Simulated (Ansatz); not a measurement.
**One shape, several levels: C3H7F (SMILES CC(C)F)**

Wanted: a comparison of 6 runs (HF/STO-3G, HF/def2-SVP, B3LYP/6-31G*, PBE0/def2-SVP, r2SCAN/def2-SVPD, CCSD/cc-pVDZ) of C3H7F. 

The calculation is run with Ansatz 0.2.0.

5 further runs of the same task are left out: 5 set aside as unsound or not needed.

## 1. The structure to begin with

C3H7F has 11 atoms, charge 0, and is taken as a singlet. As SMILES, `CC(C)F`. The shape is that of a PBE0-D4/def2-TZVP optimisation.

Bond lengths: C1–C2 1.508 Å, C2–C3 1.508 Å, C2–F4 1.396 Å, C1–H5 1.091 Å, C1–H6 1.092 Å, C1–H7 1.092 Å, C2–H8 1.096 Å, C3–H9 1.092 Å, C3–H10 1.091 Å, C3–H11 1.092 Å. Some angles: C1–C2–C3 113.9°, C1–C2–F4 108.3°, C3–C2–F4 108.3°, C1–C2–H8 110.1°, C3–C2–H8 110.1°, F4–C2–H8 105.9°, C2–C1–H5 110.6°, C2–C1–H6 110.3°, C2–C1–H7 110.4°, C2–C3–H9 110.4°.

## 2. Energy and gradient at HF/STO-3G (run 1)

Contents of run.yaml:

```yaml
crystal:
  periodic: [false, false, false]
  atoms:
    - {symbol: C, position_ang: [-0.234500, 1.045100, -0.703000]}
    - {symbol: C, position_ang: [-0.479600, -0.306600, -0.081300]}
    - {symbol: C, position_ang: [0.626400, -0.766200, 0.834700]}
    - {symbol: F, position_ang: [-0.614100, -1.242400, -1.108400]}
    - {symbol: H, position_ang: [-1.041900, 1.303400, -1.390000]}
    - {symbol: H, position_ang: [-0.180600, 1.814100, 0.071000]}
    - {symbol: H, position_ang: [0.707700, 1.043900, -1.256000]}
    - {symbol: H, position_ang: [-1.436600, -0.307200, 0.453700]}
    - {symbol: H, position_ang: [1.578500, -0.788700, 0.299400]}
    - {symbol: H, position_ang: [0.417300, -1.766700, 1.216600]}
    - {symbol: H, position_ang: [0.722800, -0.085600, 1.683800]}
basis:
  gaussian:
    orbitals: STO-3G
output:
  forces: true
  orbitals: {seedname: orbitals}
accuracy: high
hamiltonian:
  xc: hf
total_charge: 0
```

Run with:

```
$ ansatz run run.yaml --threads 1 --pin off --max-ram 2610MiB --events-out events.jsonl --progress --plain --runs-dir runs
```

Output (excerpt; [...] marks lines left out):

```text
Warning: RAYON_NUM_THREADS=1 ignored (pool sized by the plan → 1); use --threads N
Functional definition: HF
  name "HF"
[...]
556 factors; integrals over basis functions are off by at most 3.3e-9 eV
[...]
mean field -5832.33869196 eV, -214.3344936285 hartree, gradient 1.4e-8 eV, S^2 0.000000; 0 other end points of the search recorded, 0 dependent functions left out
[...]
reference -5832.33869196 eV, -214.3344936285 hartree; 17, 17 occupied and 10, 10 virtual orbitals, 556 factors
Total energy: -5832.33869196 eV, -214.3344936285 hartree
Atom 0 at    -0.234500     1.045100    -0.703000 Å, force     0.399401     1.849550    -0.445187 eV/Å
Atom 1 at    -0.479600    -0.306600    -0.081300 Å, force    -1.499322    -1.561787    -1.004393 eV/Å
Atom 2 at     0.626400    -0.766200     0.834700 Å, force     1.397376    -0.243150     1.333883 eV/Å
Atom 3 at    -0.614100    -1.242400    -1.108400 Å, force     0.020595    -0.070321    -0.093516 eV/Å
Atom 4 at    -1.041900     1.303400    -1.390000 Å, force     0.196503    -0.075216     0.152635 eV/Å
Atom 5 at    -0.180600     1.814100     0.071000 Å, force     0.000376    -0.168769    -0.261517 eV/Å
Atom 6 at     0.707700     1.043900    -1.256000 Å, force    -0.285932     0.030559     0.134974 eV/Å
Atom 7 at    -1.436600    -0.307200     0.453700 Å, force    -0.043998     0.255983     0.326653 eV/Å
Atom 8 at     1.578500    -0.788700     0.299400 Å, force    -0.260429    -0.022471     0.179854 eV/Å
Atom 9 at     0.417300    -1.766700     1.216600 Å, force     0.050444     0.231368    -0.106444 eV/Å
Atom 10 at     0.722800    -0.085600     1.683800 Å, force     0.024985    -0.225745    -0.216942 eV/Å
Dipole moment:     0.044749     0.180731     0.187865 e Å
```

It took 0.66 s on 1 thread of Arm Neoverse V1, shared host; peak memory 0.082 GiB.

## 3. Energy and gradient at HF/def2-SVP (run 2)

Contents of in.yaml:

```yaml
crystal:
  periodic: [false, false, false]
  atoms:
    - {symbol: C, position_ang: [-0.234500, 1.045100, -0.703000]}
    - {symbol: C, position_ang: [-0.479600, -0.306600, -0.081300]}
    - {symbol: C, position_ang: [0.626400, -0.766200, 0.834700]}
    - {symbol: F, position_ang: [-0.614100, -1.242400, -1.108400]}
    - {symbol: H, position_ang: [-1.041900, 1.303400, -1.390000]}
    - {symbol: H, position_ang: [-0.180600, 1.814100, 0.071000]}
    - {symbol: H, position_ang: [0.707700, 1.043900, -1.256000]}
    - {symbol: H, position_ang: [-1.436600, -0.307200, 0.453700]}
    - {symbol: H, position_ang: [1.578500, -0.788700, 0.299400]}
    - {symbol: H, position_ang: [0.417300, -1.766700, 1.216600]}
    - {symbol: H, position_ang: [0.722800, -0.085600, 1.683800]}
basis:
  gaussian:
    orbitals: def2-SVP
accuracy: high
output: {forces: true, orbitals: {seedname: orbitals}}
hamiltonian:
  xc: hf
```

Run with:

```
$ ansatz run in.yaml --threads 1 --pin off --max-ram 2610MiB --events-out events.jsonl --progress --plain --runs-dir runs
```

Output (excerpt; [...] marks lines left out):

```text
Warning: RAYON_NUM_THREADS=1 ignored (pool sized by the plan → 1); use --threads N
[... 2 set-up lines as earlier in the session ...]
[...]
2259 factors; integrals over basis functions are off by at most 3.6e-9 eV
[...]
mean field -5903.71500399 eV, -216.9575247150 hartree, gradient 2.0e-8 eV, S^2 0.000000; 0 other end points of the search recorded, 0 dependent functions left out
[...]
reference -5903.71500399 eV, -216.9575247150 hartree; 17, 17 occupied and 74, 74 virtual orbitals, 2259 factors
Total energy: -5903.71500399 eV, -216.9575247150 hartree
Atom 0 at    -0.234500     1.045100    -0.703000 Å, force     0.009818     0.132606    -0.082124 eV/Å
Atom 1 at    -0.479600    -0.306600    -0.081300 Å, force    -0.335156    -0.517794    -0.425848 eV/Å
Atom 2 at     0.626400    -0.766200     0.834700 Å, force     0.108467    -0.069956     0.091625 eV/Å
Atom 3 at    -0.614100    -1.242400    -1.108400 Å, force     0.103819     0.527083     0.563700 eV/Å
Atom 4 at    -1.041900     1.303400    -1.390000 Å, force     0.040264    -0.017215     0.012220 eV/Å
Atom 5 at    -0.180600     1.814100     0.071000 Å, force    -0.004340    -0.024716    -0.035871 eV/Å
Atom 6 at     0.707700     1.043900    -1.256000 Å, force    -0.060690     0.013984    -0.001755 eV/Å
Atom 7 at    -1.436600    -0.307200     0.453700 Å, force     0.161147    -0.008938    -0.100312 eV/Å
Atom 8 at     1.578500    -0.788700     0.299400 Å, force    -0.038937    -0.031367     0.036610 eV/Å
Atom 9 at     0.417300    -1.766700     1.216600 Å, force     0.017137     0.030946    -0.027731 eV/Å
Atom 10 at     0.722800    -0.085600     1.683800 Å, force    -0.001528    -0.034634    -0.030515 eV/Å
Dipole moment:     0.067450     0.306564     0.323392 e Å
```

Wall time 5.7 s (1 thread of Arm Neoverse V1, shared host); peak memory 0.26 GiB.

## 4. Energy and forces at B3LYP/6-31G(d) (Cartesian functions) (run 3)

Edit in.yaml of step 3 so:

```diff
@@ -16,6 +16,8 @@
   gaussian:
-    orbitals: def2-SVP
+    orbitals: "6-31G*"
+hamiltonian:
+  xc: {name: B3LYP}
+output:
+  forces: true
+  orbitals: {seedname: orbitals}
 accuracy: high
-output: {forces: true, orbitals: {seedname: orbitals}}
-hamiltonian:
-  xc: hf
```

Run with:

```
$ ansatz run in.yaml --threads 1 --pin off --max-ram 2610MiB --events-out events.jsonl --progress --plain --runs-dir runs
```

Output (excerpt; [...] marks lines left out):

```text
Warning: RAYON_NUM_THREADS=1 ignored (pool sized by the plan → 1); use --threads N
Functional definition: B3LYP
  name "B3LYP"
[...]
1796 factors; integrals over basis functions are off by at most 3.5e-9 eV
[...]
mean field -5942.35919470 eV, -218.3776725295 hartree, gradient 2.5e-8 eV, S^2 0.000000; 0 other end points of the search recorded, 0 dependent functions left out
[...]
reference -5942.35922627 eV, -218.3776736896 hartree; 17, 17 occupied and 57, 57 virtual orbitals, 1796 factors
Total energy: -5942.35922627 eV, -218.3776736896 hartree
Atom 0 at    -0.234500     1.045100    -0.703000 Å, force     0.011246     0.215097    -0.043652 eV/Å
Atom 1 at    -0.479600    -0.306600    -0.081300 Å, force    -0.260942    -0.072270     0.057963 eV/Å
Atom 2 at     0.626400    -0.766200     0.834700 Å, force     0.133557    -0.037931     0.172884 eV/Å
Atom 3 at    -0.614100    -1.242400    -1.108400 Å, force     0.005945    -0.237530    -0.282329 eV/Å
Atom 4 at    -1.041900     1.303400    -1.390000 Å, force    -0.073538     0.034557    -0.088953 eV/Å
Atom 5 at    -0.180600     1.814100     0.071000 Å, force     0.015283     0.117362     0.055542 eV/Å
Atom 6 at     0.707700     1.043900    -1.256000 Å, force     0.088242     0.014999    -0.072686 eV/Å
Atom 7 at    -1.436600    -0.307200     0.453700 Å, force    -0.067316     0.049660     0.096538 eV/Å
Atom 8 at     1.578500    -0.788700     0.299400 Å, force     0.105345    -0.020578    -0.042674 eV/Å
Atom 9 at     0.417300    -1.766700     1.216600 Å, force    -0.002984    -0.114290     0.038324 eV/Å
Atom 10 at     0.722800    -0.085600     1.683800 Å, force     0.045162     0.050925     0.109045 eV/Å
Dipole moment:     0.057630     0.239113     0.249432 e Å
```

Wall time 9.3 s (1 thread of Arm Neoverse V1, shared host); peak memory 0.23 GiB.

Runs 4 to 5 aren't shown in full; the table further down has their settings and results.

## 5. Energy and gradient at CCSD/cc-pVDZ (run 6)

Contents of run.yaml:

```yaml
basis:
  gaussian: {orbitals: cc-pVDZ}
crystal:
  periodic: [false, false, false]
  atoms:
    - symbol: C
      position_ang: [-0.234500, 1.045100, -0.703000]
    - symbol: C
      position_ang: [-0.479600, -0.306600, -0.081300]
    - symbol: C
      position_ang: [0.626400, -0.766200, 0.834700]
    - symbol: F
      position_ang: [-0.614100, -1.242400, -1.108400]
    - symbol: H
      position_ang: [-1.041900, 1.303400, -1.390000]
    - symbol: H
      position_ang: [-0.180600, 1.814100, 0.071000]
    - symbol: H
      position_ang: [0.707700, 1.043900, -1.256000]
    - symbol: H
      position_ang: [-1.436600, -0.307200, 0.453700]
    - symbol: H
      position_ang: [1.578500, -0.788700, 0.299400]
    - symbol: H
      position_ang: [0.417300, -1.766700, 1.216600]
    - symbol: H
      position_ang: [0.722800, -0.085600, 1.683800]
accuracy: high
correlation: {method: ccsd, frozen_orbitals: {C: 1, F: 1, H: 0}}
output: {forces: true, orbitals: {seedname: orbitals}}
scf: {omitted_lower_state_checks: [cluster_reference, increment]}
```

Run with:

```
$ ansatz run run.yaml --threads 1 --pin off --max-ram 2610MiB --events-out events.jsonl --progress --plain --runs-dir runs
```

Output (excerpt; [...] marks lines left out):

```text
Warning: RAYON_NUM_THREADS=1 ignored (pool sized by the plan → 1); use --threads N
[... 2 set-up lines as earlier in the session ...]
[...]
2224 factors; integrals over basis functions are off by at most 3.6e-9 eV
[...]
mean field -5908.51438183 eV, -217.1338985974 hartree, gradient 2.3e-8 eV, S^2 0.000000; 0 other end points of the search recorded, 0 dependent functions left out
4 core orbitals not correlated: weight in the atoms' cores, before any rotation towards them, 1.000 or more for the frozen orbitals, at most 0.000 for the correlated occupied ones
reference -5908.51438183 eV, -217.1338985974 hartree; 13, 13 occupied and 74, 74 virtual orbitals, 2224 factors
second order -16.83505957 eV of doubles, -0.00000000 eV of singles
cycle   1  -17.63025605 eV  change   -8.0e-1 eV  update   8.2e-2
[...]
cycle  20  -18.13036437 eV  change  -7.8e-10 eV  update  6.4e-10
[...]
Total energy: -5926.64474621 eV, -217.8001771990 hartree
[...]
Atom 1 at    -0.479600    -0.306600    -0.081300 Å, force    -0.115102    -0.191296    -0.164070 eV/Å
Atom 2 at     0.626400    -0.766200     0.834700 Å, force     0.011156     0.035427     0.056577 eV/Å
Atom 3 at    -0.614100    -1.242400    -1.108400 Å, force     0.012600    -0.173228    -0.210302 eV/Å
Atom 4 at    -1.041900     1.303400    -1.390000 Å, force    -0.318051     0.085702    -0.282079 eV/Å
Atom 5 at    -0.180600     1.814100     0.071000 Å, force     0.026722     0.314695     0.308392 eV/Å
Atom 6 at     0.707700     1.043900    -1.256000 Å, force     0.367894    -0.013873    -0.231072 eV/Å
Atom 7 at    -1.436600    -0.307200     0.453700 Å, force    -0.318050     0.044344     0.230632 eV/Å
Atom 8 at     1.578500    -0.788700     0.299400 Å, force     0.371632    -0.021472    -0.224929 eV/Å
Atom 9 at     0.417300    -1.766700     1.216600 Å, force    -0.085722    -0.403538     0.134221 eV/Å
Atom 10 at     0.722800    -0.085600     1.683800 Å, force     0.045583     0.271623     0.341849 eV/Å
Dipole moment:     0.054564     0.251871     0.266179 e Å
Checks for a lower state left out: cluster_reference, increment
```

Wall time 83 s (1 thread of Arm Neoverse V1, shared host); peak memory 0.91 GiB.

## 6. Overview of the runs

```
run                               level  Cartesian functions  frozen core orbitals  energy (Eh)  dipole moment (D)  HOMO energy (eV)  LUMO energy (eV)  wall time
  1                           HF/STO-3G                   no                     –  -214.334494               1.27            -10.69             14.69     0.66 s
  2                         HF/def2-SVP                   no                     –  -216.957525               2.16            -13.14              4.70      5.7 s
  3  B3LYP/6-31G* (Cartesian functions)                  yes                     –  -218.377674               1.68             -8.58              2.56      9.3 s
  4                       PBE0/def2-SVP                   no                     –  -217.972943               1.84             -9.02              1.88       12 s
  5                    r2SCAN/def2-SVPD                   no                     –  -218.107932               1.97             -7.97              0.92       33 s
  6                        CCSD/cc-pVDZ                   no                     4  -217.800177               1.78            -13.03              4.88       83 s
```

## 7. Summary of results

```
                                          quantity          value
                               run 6: total energy  -217.80018 Eh
         run 6: dipole moment (correlated density)         1.78 D
        run 6: HOMO energy (Hartree–Fock orbitals)      -13.03 eV
        run 6: LUMO energy (Hartree–Fock orbitals)        4.88 eV
      run 6: HOMO–LUMO gap (Hartree–Fock orbitals)       17.91 eV
run 6: correlation energy (4 core orbitals frozen)     -666.3 mEh
                              run 6: T1 diagnostic          0.009
                   run 6: largest force on an atom     0.441 eV/Å
```

What this shows: The dipole moment (its size) runs from 1.27 D (HF/STO-3G) to 2.16 D (HF/def2-SVP). Over runs 1, 2, 3, 4, 5 the HOMO–LUMO gap runs from 8.88 eV (r2SCAN/def2-SVPD) to 25.38 eV (HF/STO-3G). The two ends differ in method and basis. Totals of different functionals can't be ranked against each other. In run 1 the basis is minimal, so the values are rough. All runs together took 2.4 min, the longest 83 s.
